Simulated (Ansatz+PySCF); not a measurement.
A calculation with PySCF 2.14.0.

```python
from pyscf import gto, scf, mp

mol = gto.M(atom="""
C 0.000000 0.000000 0.000000
C 1.212840 0.000000 0.000000
H -1.058180 0.000000 0.000000
""", basis='cc-pvtz', charge=0, spin=1)
mf = scf.UHF(mol)
mf.kernel()
pt = mp.MP2(mf, frozen=2).run()
print(mf.e_tot, pt.e_corr, pt.e_tot)
```

The script is written out from the run's settings.

Results

```json
{
 "Converged": "yes",
 "Reference energy": "-76.16203 hartree",
 "Correlation energy": "-0.24475 hartree",
 "Total energy": "-76.40678 hartree",
 "Spin squared of the determinant": "0.758"
}
```

This is not the lowest solution: another run reaches a determinant 0.42 eV lower. Caution: MP2 forces lie far from those of the mean fields.
